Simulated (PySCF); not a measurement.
**ClF₃: PBE0 against B3LYP**

Base calculation in PySCF with density fitting and no spin–orbit coupling, PBE0/def2-TZVP (no relativity): singlet, C2v, Cl–F 1.595 Å, Cl–F 1.694 Å (×2); F–Cl–F 87.5° (×2), F–Cl–F 174.9°; wavenumbers 336, 337, 443, 553, 726, 797 cm⁻¹; dipole moment 0.62 D, gap between the highest occupied and lowest empty levels 6.14 eV, polar-tensor charge of Cl 1.70 e, atomisation energy (no zero-point energy) 535 kJ/mol.

What changes on going to B3LYP/def2-TZVP (no relativity)?

The point group stays the same. Changes: mean bond to Cl +0.024 Å, smallest bond angle +0.4 degrees, highest wavenumber -51 cm⁻¹, lowest wavenumber -27 cm⁻¹, dipole moment +0.07 D, gap between the highest occupied and lowest empty levels -0.82 eV, polar-tensor charge of Cl -0.03 e, atomisation energy (no zero-point energy) -7 kJ/mol. The new structure has Cl–F 1.617 Å, Cl–F 1.720 Å (×2); F–Cl–F 87.9° (×2), F–Cl–F 175.7°, with wavenumbers 309, 322, 415, 520, 694, 746 cm⁻¹.

The structures come from searches over a few start shapes, so lower isomers are not excluded.
